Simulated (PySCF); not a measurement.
A structure optimised at PBE0-D3(BJ)/def2-TZVPD, used in a PySCF frequency run:

```xyz
2

Be     0.0000     0.0000    -0.2707
H      0.0000     0.0000     1.0828
```
Charge 0, spin multiplicity 2.

Task: Write its SMILES, formula and point group.

Result: [BeH], BeH, C∞v

Task: What are its rotational constants (standard atomic weights)?

Result: 304.29 GHz (linear rotor, B only)
